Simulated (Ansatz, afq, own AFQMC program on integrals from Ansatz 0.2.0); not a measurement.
**Se2⁺, quartet in cc-pVDZ, levels against CCSDT(Q)**

```yaml
atoms:
  - { symbol: Se, position_ang: [0.0000, 0.0000, 0.0000] }
  - { symbol: Se, position_ang: [0.0000, 0.0000, 2.3096] }
```

Basis cc-pVDZ. Noble-gas cores (and the filled d shells of Ga–Kr and In–Xe) are frozen. AFQMC by an in-house program on the Cholesky factors that Ansatz 0.2.0 writes for its CCSD(T) run. ph-AFQMC/CISD is guided by a CISD state made of CCSD amplitudes; releasing the constraint for a short imaginary time cuts its bias at the price of noise, slowly where states lie close. Free projection: walkers drawn from exp(T), propagated without any constraint. Its projection time is finite, and what remains of the start isn't in its error. Uncertainties: one standard error, sampling alone. No spin–orbit coupling.

Determinant: UHF, the one that the program's search chose, which needn't be the lowest solution. The geometry is a point of a scan.

No full CI on the walks' own integrals is used here; CCSDT(Q) serves as the reference and is uncertain by about the last step of the cluster series.

Cautions: no relativity below Rb; no spin-orbit coupling; inner d shell frozen; lower spins were not checked; the ph-AFQMC/CISD walk drifts between its halves (2.4 errors).

```
T1 diagnostic                               : 0.0134
weight of the determinant in the CISD state : 0.882
⟨S²⟩ of the determinant                     : 3.778
size of the correlated space                : 11 electrons in 26 orbitals
```

Reference: CCSDT(Q), correlation energy -5.611 eV. The released energy is read at 2.40 1/Eh (meV from the phaseless value at times in 1/Eh: -3 ± 9 at 0.24, -13 ± 10 at 0.51, -31 ± 10 at 0.99, -34 ± 11 at 1.62, -19 ± 13 at 2.40).

```csv
level,E − E(reference) (meV),share of correlation (%)
HF,5610.6,0.00
MP2,981.2,82.51
CCSD,231.9,95.87
CCSD(T),46.4,99.17
CCSDT,16.1,99.71
ph-AFQMC/HF,209.4 ± 52.5,96.27
ph-AFQMC/CISD,39.9 ± 10.6,99.29
released AFQMC,20.8 ± 12.7,99.63
free AFQMC,9.0 ± 9.9,99.84
```

Free projections are given only where their last times agree within the noise and don't stop above the reference; a slow remainder of the start can still hide under it. A walk keeps the symmetry of its determinant, which the program's search chose and which needn't be the lowest solution, so a lower state of the same spin and another symmetry isn't excluded. Released energies are given only where the last usable release times agree within the noise; a slower fall can still hide under it.
